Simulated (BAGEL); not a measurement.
# B3LYP/def2-SVPD (density fitting with qzvpp-jkfit) run of CH5ClSi ((chlorosilyl)methane)

What is the energy change on altering one bond length of CH5ClSi ((chlorosilyl)methane) at B3LYP/def2-SVPD (density fitting with qzvpp-jkfit)? 

Program for the calculation: BAGEL 1.2.2.

8 further runs of the same task are left out: 6 that didn't finish, 2 set aside as unsound or not needed.

## Step 1: Starting point

CH5ClSi: 8 atoms, total charge 0, spin state singlet. SMILES: `C[SiH2]Cl`. Geometry: relaxed at PBE0-D4/def2-TZVP.

Bond lengths: C1–Si2 1.857 Å, Si2–Cl3 2.062 Å, C1–H4 1.094 Å, C1–H5 1.092 Å, C1–H6 1.092 Å, Si2–H7 1.483 Å, Si2–H8 1.483 Å. Some angles: C1–Si2–Cl3 109.6°, C1–Si2–H7 111.5°, C1–Si2–H8 111.6°, Cl3–Si2–H7 107.2°, Cl3–Si2–H8 107.2°, Si2–C1–H4 110.0°, Si2–C1–H5 110.8°, Si2–C1–H6 110.8°, H7–Si2–H8 109.5°, H4–C1–H5 108.4°.

## Step 2: A single-point energy at B3LYP/def2-SVPD (density fitting with qzvpp-jkfit)

input.json

```json
{ "bagel" : [

{
  "title" : "molecule",
  "basis" : "def2-svpd.json",
  "df_basis" : "qzvpp-jkfit",
  "angstrom" : true,
  "geometry" : [
    { "atom" : "C", "xyz" : [      -0.612000,       0.785400,      -0.173000 ] },
    { "atom" : "Si", "xyz" : [       0.439700,      -0.728800,       0.049300 ] },
    { "atom" : "Cl", "xyz" : [       1.888000,      -0.363900,       1.471100 ] },
    { "atom" : "H", "xyz" : [      -1.381300,       0.598900,      -0.927600 ] },
    { "atom" : "H", "xyz" : [      -0.006500,       1.632700,      -0.500600 ] },
    { "atom" : "H", "xyz" : [      -1.105800,       1.054800,       0.762800 ] },
    { "atom" : "H", "xyz" : [       1.139100,      -1.095500,      -1.206300 ] },
    { "atom" : "H", "xyz" : [      -0.361200,      -1.883600,       0.524300 ] }
  ]
},

{
  "title" : "ks",
  "xc_func" : "b3lyp"
},

{
  "title" : "print",
  "file" : "orbitals.molden",
  "orbitals" : true
}

]}
```

The basis set def2-SVPD is read from a file made from the Basis Set Exchange's data (not shown).

Launch:

```console
$ BAGEL_NUM_THREADS=1 BAGEL input.json > input.out
```

What it wrote:

```text
* using 1 threads per process

  ===============================================================
  ===============================================================

  *** Geometry ***

  { "atom" : "C", "xyz" : [     -1.156512,      1.484191,     -0.326923 ] },
  { "atom" : "Si", "xyz" : [      0.830913,     -1.377232,      0.093163 ] },
  { "atom" : "Cl", "xyz" : [      3.567803,     -0.687671,      2.779976 ] },
  { "atom" : "H", "xyz" : [     -2.610279,      1.131757,     -1.752910 ] },
  { "atom" : "H", "xyz" : [     -0.012283,      3.085356,     -0.945997 ] },
  { "atom" : "H", "xyz" : [     -2.089659,      1.993283,      1.441483 ] },
  { "atom" : "H", "xyz" : [      2.152587,     -2.070195,     -2.279577 ] },
  { "atom" : "H", "xyz" : [     -0.682569,     -3.559488,      0.990783 ] },

  Number of auxiliary basis functions:      421

  Since a DF basis is specified, we compute 2- and 3-index integrals:
    o Being stored without compression. Storage requirement is 0.041 GB

  Number of basis functions:      111
  Number of electrons      :       42

    * METHOD: MOLECULE                             0.20

  *** Kohn-Sham DFT ***

    * Removing 13796 points whose weight is below 1.00e-10
    * Grid points: 105452

  === Nuclear Repulsion ===
   147.7059479230

       - DIIS with orbital gradients will be used.

  === KS iteration (b3lyp / def2-svpd.json) ===
      0       -751.32121890          0.10296416           0.46
      1       -738.58400244          0.16663755           0.46
      2       -738.20776027          0.11278694           0.46
      3       -770.30686834          0.09548405           0.46
      4       -789.96468722          0.03631778           0.45
      5       -790.26538036          0.01899618           0.46
      6       -790.45112563          0.01760213           0.46
      7       -790.51131473          0.01258730           0.46
      8       -790.62774993          0.00456249           0.46
      9       -790.64269894          0.00124470           0.46
     10       -790.64365639          0.00025224           0.46
     11       -790.64370784          0.00004965           0.46
     12       -790.64370920          0.00001333           0.47
     13       -790.64370930          0.00000173           0.47
     14       -790.64370930          0.00000043           0.45
     15       -790.64370930          0.00000019           0.45
     16       -790.64370930          0.00000003           0.46
     17       -790.64370930          0.00000001           0.44
     18       -790.64370930          0.00000000           0.46
    * SCF iteration converged.

    * Permanent dipole moment:
           (    0.601266,    -0.167341,     0.445241) a.u.

    * METHOD: KS                                   9.29

    * METHOD: PRINT                                0.03

  ===============================================================
```

It took 9.9 s on 1 thread of Arm Neoverse V1, shared host; peak memory 0.53 GiB.

## Step 3: The distorted shape at the same level

job.json

```json
{ "bagel" : [

{
  "title" : "molecule",
  "basis" : "def2-svpd.json",
  "df_basis" : "qzvpp-jkfit",
  "angstrom" : true,
  "geometry" : [
    { "atom" : "C", "xyz" : [      -0.537942,       0.744997,      -0.313346 ] },
    { "atom" : "Si", "xyz" : [       0.513758,      -0.769203,      -0.091046 ] },
    { "atom" : "Cl", "xyz" : [       1.962058,      -0.404303,       1.330754 ] },
    { "atom" : "H", "xyz" : [      -1.307242,       0.558497,      -1.067946 ] },
    { "atom" : "H", "xyz" : [       0.067558,       1.592297,      -0.640946 ] },
    { "atom" : "H", "xyz" : [      -1.105800,       1.054800,       0.762800 ] },
    { "atom" : "H", "xyz" : [       1.213158,      -1.135903,      -1.346646 ] },
    { "atom" : "H", "xyz" : [      -0.287142,      -1.924003,       0.383954 ] }
  ]
},

{
  "title" : "ks",
  "xc_func" : "b3lyp"
},

{
  "title" : "print",
  "file" : "orbitals.molden",
  "orbitals" : true
}

]}
```

The basis set def2-SVPD is read from a file made from the Basis Set Exchange's data (not shown).

Launch:

```console
$ BAGEL_NUM_THREADS=1 BAGEL job.json > job.out
```

What it wrote:

```text
* using 1 threads per process

  ===============================================================
  ===============================================================

  *** Geometry ***

  { "atom" : "C", "xyz" : [     -1.016563,      1.407840,     -0.592138 ] },
  { "atom" : "Si", "xyz" : [      0.970862,     -1.453583,     -0.172052 ] },
  { "atom" : "Cl", "xyz" : [      3.707752,     -0.764022,      2.514761 ] },
  { "atom" : "H", "xyz" : [     -2.470329,      1.055406,     -2.018125 ] },
  { "atom" : "H", "xyz" : [      0.127666,      3.009005,     -1.211212 ] },
  { "atom" : "H", "xyz" : [     -2.089659,      1.993283,      1.441483 ] },
  { "atom" : "H", "xyz" : [      2.292536,     -2.146546,     -2.544792 ] },
  { "atom" : "H", "xyz" : [     -0.542620,     -3.635839,      0.725568 ] },

  Number of auxiliary basis functions:      421

  Since a DF basis is specified, we compute 2- and 3-index integrals:
    o Being stored without compression. Storage requirement is 0.041 GB

  Number of basis functions:      111
  Number of electrons      :       42

    * METHOD: MOLECULE                             0.20

  *** Kohn-Sham DFT ***

    * Removing 13608 points whose weight is below 1.00e-10
    * Grid points: 105640

  === Nuclear Repulsion ===
   147.0931712988

       - DIIS with orbital gradients will be used.

  === KS iteration (b3lyp / def2-svpd.json) ===
      0       -751.47334753          0.10226732           0.48
      1       -739.54303981          0.16325004           0.46
      2       -738.52526857          0.11261105           0.45
      3       -770.40437023          0.09502601           0.45
      4       -789.91545337          0.03740971           0.45
      5       -790.22654730          0.01993719           0.45
      6       -790.40207184          0.01921545           0.45
      7       -790.49562314          0.01290582           0.45
      8       -790.61877304          0.00441814           0.46
      9       -790.63155801          0.00134089           0.46
     10       -790.63268055          0.00024798           0.46
     11       -790.63272401          0.00006557           0.46
     12       -790.63272662          0.00001467           0.46
     13       -790.63272674          0.00000269           0.45
     14       -790.63272674          0.00000161           0.46
     15       -790.63272674          0.00000026           0.46
     16       -790.63272674          0.00000006           0.46
     17       -790.63272674          0.00000002           0.46
     18       -790.63272674          0.00000001           0.45
    * SCF iteration converged.

    * Permanent dipole moment:
           (    0.586726,    -0.158152,     0.466721) a.u.

    * METHOD: KS                                   9.27

    * METHOD: PRINT                                0.03

  ===============================================================
```

It took 9.9 s on 1 thread of Arm Neoverse V1, shared host; peak memory 0.53 GiB.

## Step 4: Summary of results

At B3LYP/def2-SVPD (density fitting with qzvpp-jkfit):

```
                                                         quantity          value
                                        first shape: total energy  -790.64371 Eh
                                       first shape: dipole moment         1.95 D
                                         first shape: HOMO energy       -8.55 eV
                                         first shape: LUMO energy       -0.01 eV
                                       first shape: HOMO–LUMO gap        8.55 eV
                                    distorted shape: total energy  -790.63273 Eh
                                   distorted shape: dipole moment         1.95 D
                                     distorted shape: HOMO energy       -8.56 eV
                                     distorted shape: LUMO energy       -0.08 eV
                                   distorted shape: HOMO–LUMO gap        8.48 eV
energy change with the C1–H6 bond stretched from 1.092 to 1.256 Å       0.299 eV
```

**Reading.** With the C1–H6 bond stretched from 1.092 to 1.256 Å the energy rises by 0.30 eV (6.9 kcal/mol). The first shape isn't relaxed at this level, so the change isn't measured from a minimum.
